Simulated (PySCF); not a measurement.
# C6H12: the cost of one run

The runs use PySCF 2.14.0, with density-fitted response routines of our own; the level of theory stands in each step. All values are computed, except where a source is named. Atoms are numbered from 0 throughout.

### Step 1. The starting structure

18 atoms, charge 0, multiplicity 1; geometry from: GFN2-xTB.

Bonds of the start (Å): C0–C1 1.50, C1–C2 1.50, C1–C3 1.33, C3–C4 1.50, C3–C5 1.50, C0–H6 1.09, C0–H7 1.09, C0–H8 1.09, C2–H9 1.09, C2–H10 1.09, C2–H11 1.09, C4–H12 1.09, C4–H13 1.09, C4–H14 1.09, C5–H15 1.09, C5–H16 1.09, C5–H17 1.09.

### Step 2. Relaxing the molecule at PBE0-D3(BJ)/def2-SVP

The job: settings as JSON, then the geometry in Å.

```
{"job": {"xc": "PBE0", "basis": "def2-SVP", "d3": "d3bj", "grid": 2, "kind": "geom"}, "charge": 0, "multiplicity": 1}
C      1.233320     0.710100     1.326780
C      0.605540    -0.128170     0.246560
C      1.446190    -1.280980    -0.230810
C     -0.604490     0.129620    -0.248380
C     -1.259990    -0.746870    -1.280730
C     -1.419520     1.317760     0.184760
H      0.489220     1.086100     2.023940
H      1.957740     0.121360     1.885090
H      1.757470     1.563790     0.894150
H      1.194680    -2.192760     0.313330
H      2.499980    -1.071110    -0.061800
H      1.301260    -1.467580    -1.291610
H     -2.341860    -0.651010    -1.221840
H     -0.951760    -0.452840    -2.285330
H     -1.001870    -1.792970    -1.138770
H     -0.788600     2.174440     0.406430
H     -2.000390     1.081810     1.077850
H     -2.115860     1.600750    -0.601440
```

**Question.** How long does this first job take on 8 threads of Intel Xeon at 2.50GHz (Skylake/Cascade Lake), shared host?

About 4.4 min.
